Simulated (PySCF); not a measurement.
# (CH3)2CHCHF2: NMR shifts at several levels of theory, part 2 of 2

PySCF 2.14.0. Atoms count from 0. The steps go on from the part before.

## (6) Nuclear shieldings: PBE0/6-311+G(2d,p)

What the job is given:

```
{"job": {"kind": "nmr", "xc": "PBE0", "basis": "6-311+G(2d,p)", "pop": true}, "charge": 0, "multiplicity": 1}
C     -0.088690     1.468278    -0.043682
C      0.245386     0.008025    -0.321095
C     -0.981646    -0.809146    -0.704822
C      0.951517    -0.604312     0.870638
F      1.313104    -1.881924     0.606310
F      0.131316    -0.631838     1.950586
H     -0.800909     1.551228     0.791379
H      0.808462     2.051126     0.217898
H     -0.545059     1.936731    -0.927433
H      0.979196    -0.039206    -1.145715
H     -1.457782    -0.391735    -1.604968
H     -1.722219    -0.799578     0.108879
H     -0.714045    -1.855686    -0.908773
H      1.861939    -0.045783     1.154053
```

Method: GIAO PBE0/6-311+G(2d,p) NMR shielding, non-relativistic, gas phase.

Log:

```text
coarse grid: 11480 points
cycle   1  E = -356.5726371630  dE =  5.466e-01  |g| = 7.035e-01  |ddm| = 2.926e+00
cycle   2  E = -356.5024295119  dE =  7.021e-02  |g| = 9.945e-01  |ddm| = 1.059e+00
cycle   3  E = -356.6594892535  dE = -1.571e-01  |g| = 6.597e-02  |ddm| = 6.022e-01
cycle   4  E = -356.6601161167  dE = -6.269e-04  |g| = 3.432e-02  |ddm| = 8.746e-02
cycle   5  E = -356.6603717010  dE = -2.556e-04  |g| = 5.096e-03  |ddm| = 4.451e-02
cycle   6  E = -356.6603771063  dE = -5.405e-06  |g| = 1.132e-03  |ddm| = 1.054e-02
final grid: 111016 points
cycle   7  E = -356.6680327109  dE = -6.688e-05  |g| = 7.425e-03  |ddm| = 6.903e-02
cycle   8  E = -356.6680257244  dE =  6.987e-06  |g| = 9.577e-03  |ddm| = 1.635e-02
cycle   9  E = -356.6680456338  dE = -1.991e-05  |g| = 9.184e-04  |ddm| = 1.075e-02
cycle  10  E = -356.6680457433  dE = -1.095e-07  |g| = 3.330e-04  |ddm| = 7.654e-04
cycle  11  E = -356.6680457608  dE = -1.745e-08  |g| = 5.228e-05  |ddm| = 3.086e-04
cycle  12  E = -356.6680457613  dE = -5.160e-10  |g| = 1.984e-05  |ddm| = 1.190e-04
converged SCF energy = -356.6680457613

GIAO shielding tensors (ppm)
atom      isotropic    diamagn.    paramagn.     s11        s22        s33       span
  0 C      169.547     246.683     -77.136    156.980    162.473    189.189     32.209
  1 C      150.861     238.067     -87.206    142.600    148.668    161.315     18.715
  2 C      174.364     247.101     -72.736    165.322    167.483    190.288     24.966
  3 C       66.957     243.973    -177.016     47.646     73.884     79.341     31.695
  4 F      310.207     462.273    -152.066    200.548    331.760    398.313    197.764
  5 F      329.021     464.987    -135.966    223.672    345.022    418.369    194.696
  6 H       30.642      30.457       0.185     26.996     29.349     35.580      8.585
  7 H       30.573      29.895       0.679     26.460     27.902     37.358     10.898
  8 H       30.582      29.798       0.785     26.400     28.518     36.829     10.429
  9 H       29.714      28.998       0.716     26.367     27.941     34.833      8.467
 10 H       30.822      29.991       0.831     26.601     28.728     37.136     10.535
 11 H       30.609      30.362       0.247     26.872     29.155     35.800      8.928
 12 H       30.095      29.373       0.722     25.109     28.774     36.401     11.292
 13 H       25.850      29.342      -3.492     23.420     24.994     29.136      5.716
```

It took 35 s on 1 thread of Arm Neoverse N1, shared host; peak memory 0.85 GiB.

In short: δ C3 119.5, C1 35.6, C0 14.5, F4 -144.9, H13 5.66, H9 1.80 ppm (means over like atoms).

## (7) Shielding tensors: PBE0/def2-SVP

Same as in step 6 but for these lines:

```diff
@@ -1,2 +1,2 @@
-{"job": {"kind": "nmr", "xc": "PBE0", "basis": "6-311+G(2d,p)", "pop": true}, "charge": 0, "multiplicity": 1}
+{"job": {"kind": "nmr", "xc": "PBE0", "basis": "def2-SVP", "pop": true}, "charge": 0, "multiplicity": 1}
 C     -0.088690     1.468278    -0.043682
```

With the program's defaults for keys left out, this is: GIAO PBE0/def2-SVP NMR shielding, non-relativistic, gas phase.

Log:

```text
coarse grid: 11480 points
cycle   1  E = -356.1500684314  dE =  5.021e-01  |g| = 6.946e-01  |ddm| = 3.535e+00
cycle   2  E = -356.0875641678  dE =  6.250e-02  |g| = 9.391e-01  |ddm| = 1.298e+00
cycle   3  E = -356.2389664199  dE = -1.514e-01  |g| = 5.623e-02  |ddm| = 7.617e-01
cycle   4  E = -356.2394790880  dE = -5.127e-04  |g| = 2.833e-02  |ddm| = 7.296e-02
cycle   5  E = -356.2396739057  dE = -1.948e-04  |g| = 3.861e-03  |ddm| = 3.093e-02
cycle   6  E = -356.2396771942  dE = -3.289e-06  |g| = 9.364e-04  |ddm| = 4.879e-03
final grid: 111016 points
cycle   7  E = -356.2903506509  dE = -2.949e-05  |g| = 8.134e-03  |ddm| = 2.394e-02
cycle   8  E = -356.2903412760  dE =  9.375e-06  |g| = 1.077e-02  |ddm| = 1.716e-02
cycle   9  E = -356.2903657546  dE = -2.448e-05  |g| = 6.885e-04  |ddm| = 9.707e-03
cycle  10  E = -356.2903658423  dE = -8.764e-08  |g| = 1.886e-04  |ddm| = 7.649e-04
cycle  11  E = -356.2903658492  dE = -6.900e-09  |g| = 3.256e-05  |ddm| = 1.683e-04
cycle  12  E = -356.2903658494  dE = -2.223e-10  |g| = 1.176e-05  |ddm| = 3.878e-05
converged SCF energy = -356.2903658494

GIAO shielding tensors (ppm)
atom      isotropic    diamagn.    paramagn.     s11        s22        s33       span
  0 C      176.287     245.656     -69.370    164.215    170.571    194.074     29.858
  1 C      161.345     249.272     -87.927    152.592    159.596    171.847     19.256
  2 C      180.680     244.992     -64.311    172.002    174.984    195.055     23.053
  3 C       76.921     242.817    -165.896     56.606     83.738     90.420     33.814
  4 F      331.059     470.776    -139.717    234.969    346.470    411.738    176.769
  5 F      348.485     473.370    -124.885    257.540    356.478    431.439    173.899
  6 H       30.515      30.713      -0.198     26.692     29.265     35.589      8.897
  7 H       30.549      29.989       0.560     26.365     27.854     37.428     11.063
  8 H       30.544      29.982       0.562     26.318     28.442     36.871     10.553
  9 H       29.878      31.972      -2.094     26.373     28.084     35.177      8.804
 10 H       30.741      29.962       0.779     26.383     28.660     37.181     10.798
 11 H       30.472      30.622      -0.150     26.606     29.042     35.768      9.162
 12 H       30.063      29.703       0.360     24.957     28.673     36.560     11.604
 13 H       26.011      29.533      -3.522     23.470     25.067     29.496      6.026
```

Run time: 16 s. Hardware: 1 thread of Arm Neoverse N1, shared host; peak memory 0.59 GiB.

Key values: δ C3 116.8, C1 32.4, C0 15.2, F4 -125.1, H13 5.33, H9 1.46 ppm (means over like atoms).

## (8) Shielding tensors: PBE0/def2-TZVP

Same as in step 7 but for these lines:

```diff
@@ -1,2 +1,2 @@
-{"job": {"kind": "nmr", "xc": "PBE0", "basis": "def2-SVP", "pop": true}, "charge": 0, "multiplicity": 1}
+{"job": {"kind": "nmr", "xc": "PBE0", "basis": "def2-TZVP", "pop": true}, "charge": 0, "multiplicity": 1}
 C     -0.088690     1.468278    -0.043682
```

Level: GIAO PBE0/def2-TZVP NMR shielding, non-relativistic, gas phase.

Log:

```text
coarse grid: 11480 points
cycle   1  E = -356.6131115208  dE =  5.379e-01  |g| = 7.126e-01  |ddm| = 2.578e+00
cycle   2  E = -356.5425572392  dE =  7.055e-02  |g| = 1.003e+00  |ddm| = 9.615e-01
cycle   3  E = -356.7010088809  dE = -1.585e-01  |g| = 6.529e-02  |ddm| = 5.636e-01
cycle   4  E = -356.7016109129  dE = -6.020e-04  |g| = 3.528e-02  |ddm| = 6.372e-02
cycle   5  E = -356.7018832088  dE = -2.723e-04  |g| = 5.052e-03  |ddm| = 2.783e-02
cycle   6  E = -356.7018885918  dE = -5.383e-06  |g| = 1.154e-03  |ddm| = 4.783e-03
final grid: 111016 points
cycle   7  E = -356.7010292691  dE = -8.509e-05  |g| = 7.656e-03  |ddm| = 5.740e-02
cycle   8  E = -356.7010220054  dE =  7.264e-06  |g| = 9.744e-03  |ddm| = 1.288e-02
cycle   9  E = -356.7010425580  dE = -2.055e-05  |g| = 9.470e-04  |ddm| = 6.906e-03
cycle  10  E = -356.7010426708  dE = -1.128e-07  |g| = 3.430e-04  |ddm| = 8.133e-04
cycle  11  E = -356.7010426897  dE = -1.893e-08  |g| = 5.607e-05  |ddm| = 2.761e-04
cycle  12  E = -356.7010426903  dE = -5.996e-10  |g| = 1.954e-05  |ddm| = 5.389e-05
converged SCF energy = -356.7010426903

GIAO shielding tensors (ppm)
atom      isotropic    diamagn.    paramagn.     s11        s22        s33       span
  0 C      168.912     246.273     -77.361    156.223    161.842    188.670     32.447
  1 C      150.521     244.697     -94.176    142.459    148.287    160.818     18.360
  2 C      173.741     245.713     -71.972    164.573    166.729    189.920     25.347
  3 C       64.001     238.782    -174.781     43.981     71.040     76.981     33.000
  4 F      309.720     467.011    -157.291    198.998    332.335    397.827    198.829
  5 F      329.249     469.158    -139.909    224.393    345.107    418.248    193.855
  6 H       30.601      30.222       0.379     26.967     29.329     35.507      8.539
  7 H       30.518      29.967       0.551     26.411     27.864     37.279     10.869
  8 H       30.549      29.926       0.623     26.386     28.508     36.754     10.369
  9 H       29.671      31.310      -1.639     26.359     27.937     34.716      8.357
 10 H       30.799      29.899       0.900     26.589     28.747     37.060     10.472
 11 H       30.590      30.137       0.453     26.880     29.163     35.728      8.848
 12 H       30.077      29.652       0.425     25.123     28.749     36.360     11.237
 13 H       25.857      29.117      -3.260     23.503     25.033     29.035      5.532
```

It took 43 s on 1 thread of Arm Neoverse N1, shared host; peak memory 0.83 GiB.

This run: δ C3 122.7, C1 36.1, C0 15.3, F4 -140.6, H13 5.62, H9 1.81 ppm (means over like atoms).

## (9) Run by run: NMR shifts

Shifts (ppm), means over like atoms, with basis size and wall time (the measured row can stand on another reference than the computed rows):

```tsv
run	C3	C1	C0	H13	H9	H6	F4	functions	time
PBE0/STO-3G	86.4	28.3	20.6	2.78	0.92	0.80	-116.9	38	4.8 s
PBE0/6-31G	117.9	33.4	16.2	5.71	1.77	1.15	-153.9	70	9 s
PBE0/6-31G*	114.8	32.4	15.5	5.71	1.71	0.99	-138.5	100	13 s
PBE0/6-311+G(2d,p)	119.5	35.6	14.5	5.66	1.80	0.96	-144.9	210	35 s
PBE0/def2-SVP	116.8	32.4	15.2	5.33	1.46	0.86	-125.1	124	16 s
PBE0/def2-TZVP	122.7	36.1	15.3	5.62	1.81	0.96	-140.6	234	43 s
measured	–	–	–	–	–	–	-126.7	–	–
```

Measured: G. Saielli, R. Bini, A. Bagno, Computational 19F NMR. 2. Organic compounds, RSC Adv. 2014, ESI (exp. from Berger-Braun-Kalinowski 1994 and Everett 1995).

## (10) Results

What follows sums up all 2 parts.

```
                                                               quantity                                            value
                                                            point group                                               C1
                                   rotational constants (main isotopes)                             4.70, 2.83, 2.38 GHz
  13C shifts against TMS (PBE0/STO-3G, means over atoms taken as alike)                             86.4, 28.3, 20.6 ppm
   1H shifts against TMS (PBE0/STO-3G, means over atoms taken as alike)                             2.78, 0.92, 0.80 ppm
19F shifts against CFCl3 (PBE0/STO-3G, means over atoms taken as alike)                                       -116.9 ppm
                               measured, and computed on the same scale                          F4 δ -126.7, -116.9 ppm
                                               range of the shift of F4                             -153.9 to -116.9 ppm
                                          property runs in this session  6, of which 0 failed and 1 gave unsound results
```

In words: Single values in the summary come from the first run of each kind that ended normally (PBE0/STO-3G), which need not be the best level. A minimal basis gives no usable values, so read them as a test of settings alone. The start was shaken at random, so part of the energy gained undoes that. Over 7 steps the energy fell by 1.016 eV; of the close pairs, C3–H13 changed most, 0.975 to 1.105 Å. At PBE0/STO-3G: Shielding is most anisotropic at F4, F5 (span 99 ppm, paramagnetic term -33 ppm). The one measured 19F shift is missed by +9.8 ppm (computed less measured, unscaled). Vibration, temperature and solvent are missing from the calculation, and it holds one conformer, so part of the miss against the measured shifts is not the functional's. In ppm, F4 (with its like atoms) moves most: its shift spreads over 36.9 ppm, from -153.9 (PBE0/6-31G) to -116.9 (PBE0/STO-3G). A minimal basis is unusable for shieldings, so that end is no result. For the one measured 19F shift, PBE0/def2-SVP misses least (1.6 ppm, 16 s) and PBE0/6-31G most (27.2 ppm, 9 s); the quickest, PBE0/STO-3G, misses by 9.8 ppm in 4.8 s. One molecule ranks no method: errors cancel, and vibration and temperature are missing from all runs.
